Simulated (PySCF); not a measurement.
PySCF input for chloromethane (CH₃Cl), SMILES CCl, C-PCM-ωB97X/def2-TZVPD. Geometry optimised at ωB97X-D3(BJ)/def2-TZVP.

```python
import numpy as np
from pyscf import gto, scf, dft
from pyscf.solvent import pcm

mol = gto.M(
    atom='''
    C     0.00000000   -0.00000000   -1.12201564
    Cl   -0.00000000    0.00000000    0.65521524
    H     0.89277947    0.51544647   -1.46885506
    H    -0.00000000   -1.03089294   -1.46885506
    H    -0.89277948    0.51544648   -1.46885507
    ''',
    basis='def2-TZVPD',
    charge=0,
    spin=0,
    max_memory=1600,
    verbose=3,
)
mf = dft.RKS(mol, xc='wb97x').density_fit(auxbasis='def2-universal-jkfit')
mf.grids.level = 3
mf.conv_tol = 1e-9
mf.max_cycle = 100
mf.kernel()
res = {}
for name, eps in {'water': 78.355, '1-octanol': 9.8629, 'acetonitrile': 35.688}.items():
    s = mf.PCM()
    s.with_solvent.method, s.with_solvent.eps, s.with_solvent.lebedev_order = 'C-PCM', eps, 29
    s.kernel(mf.make_rdm1())
    res[name] = (s.e_tot, eps, s.dip_moment(), s.mo_energy, s.converged)
    print(f'{name}: electrostatic solvation free energy {(s.e_tot - mf.e_tot) * 627.509474:.3f} kcal/mol')
```

Program output:

```
converged SCF energy = -500.12555686875

WARN: PCM is an experimental feature. It is still in testing.
Features and APIs may be changed in the future.

converged SCF energy = -500.12980302677
Dipole moment(X, Y, Z, Debye):  0.00000,  0.00004, -2.55396
water: electrostatic solvation free energy -2.665 kcal/mol

WARN: PCM is an experimental feature. It is still in testing.
Features and APIs may be changed in the future.

converged SCF energy = -500.129353375254
Dipole moment(X, Y, Z, Debye):  0.00000,  0.00003, -2.48617
1-octanol: electrostatic solvation free energy -2.382 kcal/mol

WARN: PCM is an experimental feature. It is still in testing.
Features and APIs may be changed in the future.

converged SCF energy = -500.129724395166
Dipole moment(X, Y, Z, Debye):  0.00000,  0.00004, -2.54204
acetonitrile: electrostatic solvation free energy -2.615 kcal/mol
```

The run converged.

Cost: roughly 30 core-seconds.
